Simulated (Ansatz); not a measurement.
`CCC#N` and `N#CCCC#N` differ in one atom or group.

Ansatz, PBE0-D4/def2-TZVP geometries, multiplicity 1. Each molecule was computed in one conformer, which needn't be the lowest.

```csv
property,`CCC#N`
HOMO–LUMO gap (PBE/def2-TZVPP) / eV,7.53
LUMO energy (B3LYP/def2-TZVPP) / eV,0.18
HOMO–LUMO gap (ωB97M-V/def2-TZVPP) / eV,13.72
LUMO energy (PBE0/def2-TZVPP) / eV,0.51
zero-point energy (PBE0-D4/def2-TZVP) / kJ/mol,195.6
size of the dipole moment (B3LYP/def2-TZVPP) / D,4.10
```

**Question.** Give the same properties after the change, and the shifts. (An estimate is asked.)

**Answer.** The calculation gave: 
| property | `N#CCCC#N` | shift |
| --- | --- | --- |
| HOMO–LUMO gap (PBE/def2-TZVPP) / eV | 7.30 | -0.23 |
| LUMO energy (B3LYP/def2-TZVPP) / eV | -0.38 | -0.56 |
| HOMO–LUMO gap (ωB97M-V/def2-TZVPP) / eV | 13.66 | -0.06 |
| LUMO energy (PBE0/def2-TZVPP) / eV | -0.11 | -0.62 |
| zero-point energy (PBE0-D4/def2-TZVP) / kJ/mol | 193.7 | -1.9 |
| size of the dipole moment (B3LYP/def2-TZVPP) / D | 0.00 | -4.10 |

With PBE0 the HOMO falls by 0.55 eV and the LUMO falls by 0.62 eV, so the gap narrows by about 0.07 eV. PBE moves the HOMO by -0.56 eV and ωB97M-V by -0.51 eV. The zero-point energy changes by -1.9 kJ/mol with +3 modes.

B3LYP here is the variant with VWN-RPA as its local correlation; programs differ in this.
